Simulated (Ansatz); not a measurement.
Compare A (`C=C=NC`) with its isomer B (`C=CN=C`).

Gas-phase electronic energies from Ansatz, PBE0-D4/def2-TZVP geometries. CCSD(T)/CBS is the MP2 limit (def2-TZVPP, def2-QZVPP) plus CCSD(T) − MP2 in def2-TZVPP, frozen cores. Functionals use def2-TZVPP. B3LYP here is the variant with VWN-RPA as its local correlation; programs differ in this. Each species was taken in one conformer, which may not be the lowest.

A:

```xyz
9

C     0.660   -0.575   -1.777
C     0.142    0.112   -0.792
N    -0.348    0.810    0.068
C    -0.511    0.404    1.448
H     1.718   -0.512   -1.989
H     0.032   -1.206   -2.392
H     0.016    1.116    2.086
H    -0.138   -0.606    1.643
H    -1.570    0.457    1.705
```

B:

Z-matrix (Å, degrees):
```
C
C 1 1.328
H 1 1.082 2 121.1
H 1 1.083 2 120.3 3 -180.0
N 2 1.393 1 121.2 3 180.0
H 2 1.094 1 121.0 3 -0.0
C 5 1.266 2 117.6 1 -180.0
H 7 1.088 5 119.3 2 -180.0
H 7 1.098 5 123.1 2 0.0
```

Which isomer does CCSD(T)/CBS put lower? Give the gap. (An estimate is asked.)

The calculation gave: B, by 5.3 kcal/mol.

Give E(B) − E(A) in kcal/mol with PBE-D4, B3LYP, ωB97M-V, MP2/def2-TZVPP, CCSD(T)/def2-TZVPP, B3LYP-D4, HF/def2-TZVPP. (An estimate is asked.)

Ansatz gave: PBE-D4 -1.1, B3LYP -2.1, ωB97M-V -2.6, MP2/def2-TZVPP -3.3, CCSD(T)/def2-TZVPP -5.1, B3LYP-D4 -2.5, HF/def2-TZVPP -4.7. None reverses the order clearly.

Does the order hold for the free energy at 298.15 K (harmonic terms from PBE0-D4)? (Estimate.)

Computed: Yes: G(B) − G(A) = -4.4 kcal/mol, for one conformer each.

Largest T1 diagnostic: 0.014.

Leaving LDA and LC-ωPBE aside and taking each functional with its dispersion term where it has one, the values, not all of them listed here, spread over 2.4 kcal/mol, from BHLYP-D4 to r2SCAN-D4. From PBE to PBE0 (25 % exact exchange), in def2-TZVPP and without D4, E(B) − E(A) moves by −0.7 kcal/mol.
